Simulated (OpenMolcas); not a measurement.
**A ladder of methods for NH (imidogen)**

NH: 2 atoms, total charge 0, spin state triplet. As SMILES, `[NH]`. The bond length is the measured one.

```xyz
2

N     0.0000    0.0000    0.0000
H     0.0000    0.0000    1.0362
```

Quantity: the energy change with the N1–H2 bond stretched from 1.036 to 1.813 Å, in eV. The values are calculated.

```tsv
level	kind	program	value (eV)	less CCSD(T)/6-31G*	CPU time (all runs)
UPBE/6-31G* (spherical functions)	GGA	OpenMolcas	2.60	+0.31	8.3 s
U-r2SCAN/6-31G* (spherical functions)	meta-GGA	OpenMolcas	2.58	+0.29	11 s
UB3LYP/6-31G* (spherical functions)	global hybrid	OpenMolcas	2.70	+0.41	10 s
UM06-2X/6-31G* (spherical functions)	hybrid meta-GGA	OpenMolcas	2.70	+0.41	11 s
UPBE0/6-31G* (spherical functions)	global hybrid	OpenMolcas	2.77	+0.48	8.5 s
CASPT2(6,5)/6-31G* (spherical functions)	multireference	OpenMolcas	2.25	-0.04	7.3 s
MRCI(6,5)/6-31G* (spherical functions)	multireference	OpenMolcas	2.24	-0.05	7.4 s
ROCCSD(T)/6-31G* (spherical functions)	coupled cluster or CI	OpenMolcas	2.29	0.00	4.8 s
FCI/3-21G	exact in the basis	OpenMolcas	1.81	-0.48	4.2 s
```

ROCCSD(T)/6-31G* (spherical functions) is the highest level here, not the true value. At this stretch a single reference begins to fail. The first shape isn't each level's own minimum. The values span 1.81 to 2.77 eV. Spin contamination of the reference (⟨S²⟩ at least 0.1 too high) touches UPBE/6-31G*, U-r2SCAN/6-31G*, UB3LYP/6-31G*, UM06-2X/6-31G*, UPBE0/6-31G*. High-level rows in very small sets aren't better than simpler rows in larger ones. CPU times are rough (shared hosts, several kinds of processor): they show what a rung costs within a factor of a few.
